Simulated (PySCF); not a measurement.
Consider 5-methyl-1,3-cyclopentadiene, `CC1C=CC=C1` (C6H8). Numbering: `[CH3:1][CH:2]1[CH:3]=[CH:4][CH:5]=[CH:6]1` These are map numbers, not IUPAC locants.

Energies: ωB97X-D3(BJ)/ma-def2-TZVP (PySCF, density fitting, integration grid level 2) on PBE0-D3(BJ)/def2-SVP structures. The prefix ma- adds one diffuse s and one diffuse p function on all atoms but H. ωB97X-D3(BJ) is ωB97X-V with D3(BJ) in place of VV10. Thermal corrections: PBE0-D3(BJ)/def2-SVP frequencies, unscaled, ideal gas at 298.15 K and 1 bar, quasi-RRHO entropy.

Problem. What are the vertical and the adiabatic ionisation energy for forming the radical cation?

Solution. 8.38 eV vertical and 8.20 eV adiabatic, the latter with zero-point energy.

Problem. Where does the unpaired spin of the relaxed radical cation sit?

Solution. C6 (alkene carbon) 0.47, C3 (alkene carbon) 0.47 (intrinsic atomic orbital populations).

Problem. What oxidation potential follows in dichloromethane (IEF-PCM), given that Fc+/Fc comes at 4.70 V absolute with this functional and basis?

Solution. In the gas phase ΔG of oxidation is 8.178 eV, and solvation is -8.7 kJ/mol for the parent and -208.9 kJ/mol for the product, so the absolute potential is 6.10 V, or 1.40 V against Fc+/Fc. Fc+/Fc in dichloromethane, 4.70 V, is ωB97X-D3(BJ)/ma-def2-TZVP on PBE0-D3(BJ)/def2-SVP structures with GFN2-xTB thermal terms. Benchmark calculations put it near 5.0 V in acetonitrile and DMSO, so it is about 0.3 V low, and the value against it can read up to that much too high. The solvent is electrostatics only, on gas-phase structures; the absolute scale refers to an electron at rest in vacuum.

Problem. How far is −ε(HOMO) from the vertical value by ΔSCF?

Solution. −ε(HOMO) = 8.60 eV, which is 0.22 eV above the ΔSCF value.
